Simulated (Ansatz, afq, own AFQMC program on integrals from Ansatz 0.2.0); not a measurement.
# SiH₂ (triplet): quantum Monte Carlo beside coupled cluster at scale of all distances = 1.501, cc-pVDZ

The task here is to estimate one member of a computed series from the others.

The runs use Ansatz 0.2.0, Gaussian basis, and an in-house AFQMC program (afq) on its integrals; all values are calculated; cc-pVDZ, frozen cores.

To be run: Full CI; PBE (unrestricted); r2SCAN (unrestricted); PBE0 (unrestricted); B3LYP (unrestricted); wB97M-V (unrestricted); B2PLYP (unrestricted); CCSD(T) on UHF; Full CI; Full CI (quintet); CCSDT(Q) on UHF; CCSDTQ on UHF; Phaseless AFQMC, CISD trial on UHF; Phaseless AFQMC, single-determinant trial on UHF; CCSD(T) on ROHF; Full CI; CCSDT(Q) on ROHF; CCSDTQ on ROHF; Phaseless AFQMC, CISD trial on ROHF; Phaseless AFQMC, single-determinant trial on ROHF.

4 further runs of the same task are left out: 4 that didn't finish.

**What is computed**

The geometry derives from a PBE0/def2-TZVP stationary point (not a proven minimum). All distances are scaled together.

3 atoms, charge 0, spin multiplicity 3.

Atoms are counted from 1 here; the program's logs count them from 0.

No contacts short enough for the rule that draws bonds.

Coordinates:

```
atom   x (Å)    y (Å)    z (Å)
 Si1  0.0000  -0.0762   0.0000
  H2  0.0000   1.0611  -1.9188
  H3  0.0000   1.0611   1.9188
```

The first run:

File in.yaml:

```yaml
crystal:
  periodic: [false, false, false]
  atoms:
    - {symbol: Si, position_ang: [0.000000, -0.076160, 0.000000]}
    - {symbol: H, position_ang: [0.000000, 1.061077, -1.918839]}
    - {symbol: H, position_ang: [0.000000, 1.061075, 1.918840]}
basis:
  gaussian: {orbitals: cc-pVDZ}
magnetization: {spin_polarized: false, initial_magnetization: 2}
correlation: {method: fci, electrons: outside_noble_gas}
```

Started as:

```bash
> ansatz run in.yaml --threads 1 --pin off --events-out ev --progress --plain --max-ram 24576MiB --backend cuda --devices 0, --max-vram 18GiB
```

Among the steps run: Full CI; PBE (unrestricted); r2SCAN (unrestricted); PBE0 (unrestricted); B3LYP (unrestricted); wB97M-V (unrestricted); B2PLYP (unrestricted); CCSD(T) on UHF; Full CI (quintet); CCSDT(Q) on UHF; CCSDTQ on UHF; Phaseless AFQMC, CISD trial on UHF; Phaseless AFQMC, single-determinant trial on UHF; CCSD(T) on ROHF; CCSDT(Q) on ROHF; CCSDTQ on ROHF; Phaseless AFQMC, CISD trial on ROHF; Phaseless AFQMC, single-determinant trial on ROHF.

One of the session's tables, all rows but one given; the rest of the session is left out.

It belongs to the step «AFQMC on the ladder». On the ROHF determinant, counted from full CI (exact for this spin and basis):

| level | from full CI (kcal/mol) |
| --- | --- |
| HF | +84.91 |
| MP2 | ? |
| CCSD | +5.39 |
| CCSD(T) | +1.72 |
| CCSDT(Q) | +0.04 |
| CCSDTQ | 0.00 |
| full CI | 0.00 |
| Phaseless AFQMC, CISD trial, step 0.005, 4000 walkers | +1.31 |
| Phaseless AFQMC, single-determinant trial, step 0.005, 4000 walkers | +8.75 |

**Question.** Estimate the row for MP2.

The run gave: from full CI (kcal/mol): +27.83. In the column «from full CI (kcal/mol)» it lies between Phaseless AFQMC, single-determinant trial, step 0.005, 4000 walkers (+8.75) and HF (+84.91).
